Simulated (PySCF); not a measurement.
Input of a run (PBE0-D3(BJ)/def2-SVP geometry optimisation, gas phase (PySCF 2.14.0)), started from GFN2-xTB:
```
{"job": {"xc": "PBE0", "basis": "def2-SVP", "d3": "d3bj", "grid": 1, "shake": 0.01, "kind": "geom"}, "charge": 0, "multiplicity": 1}
C      1.546010     0.204440     0.336770
C      0.359260     0.471580    -0.246290
C     -0.771550    -0.522190    -0.366370
O     -1.968140     0.022510     0.013270
H      2.301600     0.964240     0.377800
H      1.749290    -0.728520     0.757500
H      0.155060     1.445400    -0.667000
H     -0.857570    -0.811220    -1.410120
H     -0.523720    -1.413090     0.252770
H     -1.939800     0.345910     0.930590
```

Output (energies in Eh, forces in Eh/bohr):
```
step   0  E = -192.74609115  max force = 0.036079
step   1  E = -192.75059848  max force = 0.009390
step   2  E = -192.75083646  max force = 0.004018
step   3  E = -192.75093058  max force = 0.003921
step   4  E = -192.75103355  max force = 0.001606
step   5  E = -192.75106630  max force = 0.000841
step   6  E = -192.75108853  max force = 0.000479
step   7  E = -192.75109333  max force = 0.000364
optimisation converged
```

**Question.** Summarise the run.

**Answer.** The energy falls by 3.1 kcal/mol over 8 energy and gradient evaluations, the largest force component goes from 0.0361 to 3.6e-04 Eh/bohr, and the atoms move by 0.074 Å rms after alignment. The bond that changes most is C1–H6 (terminal =CH2 carbon to vinylic hydrogen), which lengthens by 0.052 Å. Bonds longer at the end by more than 0.005 Å: 5 of 9; shorter: 3. Among the angles that change most is C3–O4–H10, from 111.6° to 107.4°. The energy never rose by more than 1e-6 Eh on the way. The first step brought 90 % of the lowering.

**Question.** What are the final bond lengths?

**Answer.** C1=C2 1.333 Å, C2–C3 1.497 Å, C3–O4 1.404 Å, C1–H5 1.093 Å, C1–H6 1.096 Å, C2–H7 1.097 Å, C3–H8 1.103 Å, C3–H9 1.109 Å, O4–H10 0.963 Å. Numbering counts from 1 in the input's order; the species is `C=CCO`.

The run used 86 basis functions and 54 SCF cycles in all. Time: 24 s of wall time; peak memory 0.35 GiB. Hardware: an Arm Neoverse N1 with one thread, no GPU, on a shared host.

Not checked by PBE0-D3(BJ)/def2-SVP frequencies. One conformer, not necessarily the lowest.

The values belong to the conformer `[CH2:1]=[CH:2][CH2:3][OH:4]`: C1–C2–C3–O4 126°, H–O4–C3–C2 -57°.
